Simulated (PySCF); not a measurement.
Structure problem from calculated spectra and properties.

Formula: C3H5N3.

* 13C NMR: chemical shifts (computed TMS as zero) by class: 147.1 (2 C), 31.6 (1 C) ppm [GIAO B97-2/pcSseg-2]
* XPS: C1s 292.1 (×2), C1s 293.0, N1s 405.0 (×2), N1s 407.1 eV [ΔSCF SCAN, pcX-2 on the ionised atom, pcseg-1 elsewhere, spin-free X2C]
* Valence photoelectron: vertical ionisation energy: 9.48 eV [ΔSCF PBE0/def2-SVPD]
* 1H NMR: chemical shifts (computed TMS as zero) by class: 7.85 (2 H), 3.57 (3 H) ppm [GIAO B97-2/pcSseg-2]
* NMR, other nuclei: isotropic shieldings of nuclei other than C and H, by class: -109 (2 N), 78 (1 N) ppm [GIAO B97-2/pcSseg-2]
* Rotational structure: rotational constants A, B, C: 9.599, 3.685, 2.709 GHz [PBE0-D3(BJ)/def2-SVP]

The electronic properties come from PySCF, for the isolated species, density fitting. Levels stand in brackets. Geometry: PBE0-D3(BJ)/def2-SVP; no solvent, vibrations or thermal averaging. NMR classes are plain means over equivalent atoms (diastereotopic ones count apart unless rotation or inversion swaps them), as if these changed places fast.

Question: Give a SMILES that accounts for the data.

Answer: Numbering: `[CH3:1][n:2]1[cH:3][n:4][n:5][cH:6]1`. Its formula, C3H5N3, gives 3 degrees of unsaturation: 1 ring and 2 π bonds in the structure found (Kekulé form). 3 carbons fall into 2 classes; from least to most shielded: aromatic CH next to a ring nitrogen [C3/C6] (147.1 ppm, 2 C), N-methyl carbon [C1] (31.6 ppm). Hydrogen classes from least to most shielded: 2 H on 2 like atoms (aromatic CH next to a ring nitrogen), C3/C6 (7.85 ppm), 3 H on an N-methyl carbon, C1 (3.57 ppm). The other shieldings belong to: -109 ppm, pyridine-type nitrogen [N4/N5]; 78 ppm, pyrrole-type nitrogen [N2]. The core levels belong to: C1s 292.1 eV, aromatic CH next to a ring nitrogen [C3/C6]; C1s 293.0 eV, N-methyl carbon [C1]; N1s 405.0 eV, pyridine-type nitrogen [N4/N5]; N1s 407.1 eV, pyrrole-type nitrogen [N2]. One atom of each topological class was ionised and stands for its class. The first electron is taken from the HOMO, whose largest Löwdin shares are 0.40 on each of 2 atoms of one kind (pyridine-type nitrogen) and 0.08 on each of 2 atoms of one kind (aromatic CH next to a ring nitrogen). By its constants the optimised geometry is an asymmetric top. Structure: `CN1C=NN=C1`. Computed isomers that give other values at the same levels: `Cn1nccn1` (smallest rotational constant: 2.823 GHz; this holds for the one conformer computed). The assignments are read from this structure; whether some other isomer fits the data as well wasn't checked.
